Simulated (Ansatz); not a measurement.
CH9NSi, closed shell: at a first-order saddle point.

The input file, in.yaml:

```yaml
crystal:
  periodic: [false, false, false]
  atoms:
    - {symbol: Si, position_ang: [-0.657449, -0.077292, 0.013091]}
    - {symbol: N, position_ang: [0.458751, -0.915743, 1.281399]}
    - {symbol: H, position_ang: [-1.157516, -1.387884, -0.571414]}
    - {symbol: H, position_ang: [-1.907149, 0.466059, 0.599183]}
    - {symbol: C, position_ang: [0.165101, 0.717724, -1.467408]}
    - {symbol: H, position_ang: [0.591415, 0.240257, 1.513145]}
    - {symbol: H, position_ang: [0.189880, 1.252148, 1.063891]}
    - {symbol: H, position_ang: [-0.003753, -1.509706, 1.961839]}
    - {symbol: H, position_ang: [1.265870, -1.398173, 0.900278]}
    - {symbol: H, position_ang: [0.132362, 1.805459, -1.400163]}
    - {symbol: H, position_ang: [1.219653, 0.425768, -1.495207]}
    - {symbol: H, position_ang: [-0.297164, 0.381483, -2.398634]}
basis:
  gaussian: {orbitals: def2-SVP}
hamiltonian: {xc: pbe, dispersion: d4}
```

Launched with

```bash
ansatz run in.yaml --threads 4 --pin off --events-out ev --progress --plain --max-ram 9574MiB
```

What Ansatz 0.2.0 printed:

```
Functional definition: PBE
  name "PBE"
  cite "Perdew, Burke & Ernzerhof, Phys. Rev. Lett. 77, 3865 (1996) doi:10.1103/PhysRevLett.77.3865"
  parent pbe
  parameter kappa = 0.804
  parameter beta = 0.06672455060314922
  exchange = pbe_x(kappa = kappa, mu = beta*pi^2/3)
  correlation = pbe_c(beta = beta)
1048 factors; their error is unknown
mean field evaluation 1: about -10526.0227 eV, gradient 7.1e1 eV
mean field evaluation 2: about -10507.1860 eV, gradient 1.1e2 eV
mean field evaluation 4: about -10537.0837 eV, gradient 8.4e0 eV
mean field evaluation 8: about -10537.2567 eV, gradient 2.4e-1 eV
mean field evaluation 16: about -10537.1987 eV, gradient 1.9e-4 eV
mean field -10537.19874677 eV, -387.2349115739 hartree, gradient 4.7e-5 eV, S^2 0.000000; 0 other end points of the search recorded, 0 dependent functions left out
reference -10537.19878354 eV, -387.2349129252 hartree; 18, 18 occupied and 73, 73 virtual orbitals, 1048 factors
Total energy: -10537.40867994 eV, -387.2426264758 hartree
```

The run took about 0.55 s on 4 CPU threads of an Arm Neoverse V2 (shared host).
